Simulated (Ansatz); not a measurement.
# CCSD(T)/cc-pVTZ run of H2O3 (trioxidane)

Aim: the vertical ionisation energy of H2O3 (trioxidane) at CCSD(T)/cc-pVTZ, from 2 runs. 

The calculation is run with Ansatz 0.2.0.

27 further runs of the same task are left out: 27 set aside as unsound or not needed.

### Step 1. The structure to begin with

H2O3: 5 atoms, total charge 0, spin state singlet. SMILES: `OOO`. The coordinates come from a PBE0-D4/def2-TZVP relaxation. This is a higher conformer, about 11 kJ/mol above the lowest found by a separate search.

Bond lengths: O1–O2 1.403 Å, O2–O3 1.403 Å, O1–H4 0.968 Å, O3–H5 0.968 Å. Angles: O1–O2–O3 108.0°, O2–O1–H4 102.8°, O2–O3–H5 102.8°.

### Step 2. A single-point energy at CCSD(T)/cc-pVTZ

The input, run.yaml:

```yaml
crystal:
  periodic: [false, false, false]
  atoms:
    - {symbol: O, position_ang: [-0.968320, -0.699970, -0.146130]}
    - {symbol: O, position_ang: [-0.133650, -0.043580, 0.770240]}
    - {symbol: O, position_ang: [1.173090, -0.066850, 0.261080]}
    - {symbol: H, position_ang: [-1.310410, 0.028200, -0.685190]}
    - {symbol: H, position_ang: [1.239280, 0.782200, -0.199990]}
basis:
  gaussian: {orbitals: cc-pVTZ}
accuracy: high
scf: {omitted_lower_state_checks: [cluster_reference, increment]}
correlation: {method: ccsd_t, frozen_orbitals: {H: 0, O: 1}}
```

Started as:

```console
$ ansatz run run.yaml --threads 1 --pin off --max-ram 3480MiB --events-out events.jsonl --progress --plain --runs-dir runs
```

The log of the run (excerpt; [...] marks lines left out):

```text
Warning: RAYON_NUM_THREADS=1 ignored (pool sized by the plan → 1); use --threads N
Functional definition: HF
  name "HF"
[...]
2102 factors; integrals over basis functions are off by at most 3.0e-9 eV
[...]
mean field -6139.72997126 eV, -225.6309147853 hartree, gradient 2.9e-8 eV, S^2 0.000000; 0 other end points of the search recorded, 0 dependent functions left out
3 core orbitals not correlated: weight in the atoms' cores, before any rotation towards them, 1.000 or more for the frozen orbitals, at most 0.000 for the correlated occupied ones
reference -6139.72997126 eV, -225.6309147853 hartree; 10, 10 occupied and 105, 105 virtual orbitals, 2102 factors
second order -19.94745753 eV of doubles, -0.00000000 eV of singles
cycle   1  -19.51532785 eV  change    4.3e-1 eV  update   9.2e-2
[...]
cycle  25  -20.15564275 eV  change  -8.8e-10 eV  update  9.6e-10
perturbative correction -0.80879697 eV, -0.0297227403 hartree
Total energy: -6160.69441098 eV, -226.4013437347 hartree
Checks for a lower state left out: cluster_reference, increment
```

It took 53 s on 1 thread of Arm Neoverse V1, shared host; peak memory 1.1 GiB.

### Step 3. The doublet cation, same level

The input, in.yaml:

```yaml
basis:
  gaussian: {orbitals: cc-pVTZ}
crystal:
  periodic: [false, false, false]
  atoms:
    - {symbol: O, position_ang: [-0.968320, -0.699970, -0.146130]}
    - {symbol: O, position_ang: [-0.133650, -0.043580, 0.770240]}
    - {symbol: O, position_ang: [1.173090, -0.066850, 0.261080]}
    - {symbol: H, position_ang: [-1.310410, 0.028200, -0.685190]}
    - {symbol: H, position_ang: [1.239280, 0.782200, -0.199990]}
total_charge: 1
magnetization: {spin_polarized: true, initial_magnetization: 1}
correlation: {method: ccsd_t, frozen_orbitals: {H: 0, O: 1}}
accuracy: high
scf: {omitted_lower_state_checks: [cluster_reference, increment]}
```

Started as:

```console
$ ansatz run in.yaml --threads 1 --pin off --max-ram 3480MiB --events-out events.jsonl --progress --plain --runs-dir runs
```

The log of the run:

```text
Warning: RAYON_NUM_THREADS=1 ignored (pool sized by the plan → 1); use --threads N
[... 13 lines left out ...]
3 core orbitals not correlated: weight in the atoms' cores, before any rotation towards them, 1.000 or more for the frozen orbitals, at most 0.000 for the correlated occupied ones
[... 43 lines left out ...]
Total energy: -6149.13870565 eV, -225.9766793966 hartree
Checks for a lower state left out: cluster_reference, increment
```

Wall time 3.6 min (1 thread of Arm Neoverse V1, shared host); peak memory 2.6 GiB.

### Step 4. Results

At CCSD(T)/cc-pVTZ, 3 core orbitals frozen:

```
                                                   quantity          value
                                 singlet H2O3: total energy  -226.40134 Eh
  singlet H2O3: correlation energy (3 core orbitals frozen)     -770.4 mEh
                               singlet H2O3: (T) correction     -29.72 mEh
                                singlet H2O3: T1 diagnostic          0.015
                               doublet cation: total energy  -225.97668 Eh
doublet cation: correlation energy (3 core orbitals frozen)     -732.2 mEh
                             doublet cation: (T) correction     -31.04 mEh
          doublet cation: ⟨S²⟩ of the reference determinant          0.803
                              doublet cation: T1 diagnostic          0.042
         vertical ionisation energy (to the doublet cation)      11.556 eV
```

**Reading.** The vertical ionisation energy comes to 11.56 eV (1115 kJ/mol). The triples (singlet H2O3) make up 3.9 % of the correlation energy. The triples (doublet cation) make up 4.2 % of the correlation energy.
